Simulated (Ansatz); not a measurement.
Results of r²SCAN in Ansatz (PAW) for 2H WS₂.

Run with plane-wave cutoff 600 eV, 12×12×4 k mesh (along the axes of the cell as run), finite displacements, no spin polarisation, scalar-relativistic PAW data made under PBE.

Cell (relaxed at this level):

Space group P6₃/mmc (No. 194); a = 3.182 Å, b = 3.182 Å, c = 13.070 Å, α = 90.00°, β = 90.00°, γ = 120.00°

```json
[
 {"atom": "W", "site": "2c", "symmetry": "-6m2", "x": "0.3333", "y": "0.6667", "z": "0.2500"},
 {"atom": "S", "site": "4f", "symmetry": "3m.", "x": "0.6667", "y": "0.3333", "z": "0.1307"}
]
```

Question: Predict the high-frequency dielectric constant (mean over three axes) and dielectric constant ε0 (ions relaxed) (mean over three axes).

Answer: 
high-frequency dielectric constant (mean over three axes): 9.99
dielectric constant ε0 (ions relaxed) (mean over three axes): 10.0

Note: the cell comes from a level without a dispersion term, which matters for the spacing of layers, chains or molecules; the cell has widely spaced layers and the level no dispersion term, so their spacing and the moduli can rest on weak binding.

Spin–orbit coupling is not included.

Computing time: roughly 17 core-minutes.

Ansatz is a quantum-chemistry and plane-wave program.
